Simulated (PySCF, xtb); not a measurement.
Homolysis of single bonds, series Ga F-SiH3. Isolated molecules, 0 K electronic values unless said otherwise. Strings in code marks are SMILES.

Quantity: homolytic bond dissociation enthalpy at 298 K (no spin–orbit term), in kcal/mol. Enthalpy corrections at 298 K come from GFN2-xTB frequencies (xtb).

Case: Ga–Si bond of `[F][Ga]([F])[SiH3]`, giving `[F][Ga][F]` and `[SiH3]`. Geometry of `[F][Ga]([F])[SiH3]` (neutral, multiplicity 1, Å):

```xyz
7

F      2.3515    -1.2996     0.2641
Ga     1.2753     0.0863     0.1056
F      2.2030     1.5831     0.1424
Si    -1.1079    -0.0663    -0.1037
H     -1.6623    -0.3299     1.2422
H     -1.4303    -1.1835    -1.0162
H     -1.6293     1.2100    -0.6343
```

Task: Estimate the homolytic bond dissociation enthalpy at 298 K (no spin–orbit term) that PBE-D3(BJ)/def2-TZVP // B3LYP-D3(BJ)/def2-TZVP (PySCF) returns for this input.

Result: 68.7 kcal/mol.
